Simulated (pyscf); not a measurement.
This saddle point was located with ωB97X-D3(BJ)/def2-SVP in PySCF.

```
O
H 1 1.2132
H 2 1.0895 1 63.37
H 3 1.1108 2 60.66 1 179.99
Al 1 1.7080 2 153.63 3 178.90
F 5 1.6594 1 118.38 2 1.00
O 5 1.6857 6 121.73 1 180.00
H 7 0.9587 5 126.99 6 0.03
```
Charge 0, spin multiplicity 1.

Surface: singlet, charge 0. Lowest wavenumbers (cm⁻¹): 2831i, 42, 148, 227, 268.

What reaction is this the transition state of?

`[OH][Al]([OH])[F]` + `[H][H]` ⇌ `[OH][Al]([OH])[F]` + `[H][H]`, a four-centre exchange read from left to right: H–O, H–H broken and H–O, H–H formed. At ωB97M-D3(BJ)/def2-TZVP it lies +68.6 kcal/mol from the left side and +68.6 kcal/mol from the right (each side as separated species at their lowest minima found). This is the saddle that the search found; another between the same sides may lie lower.
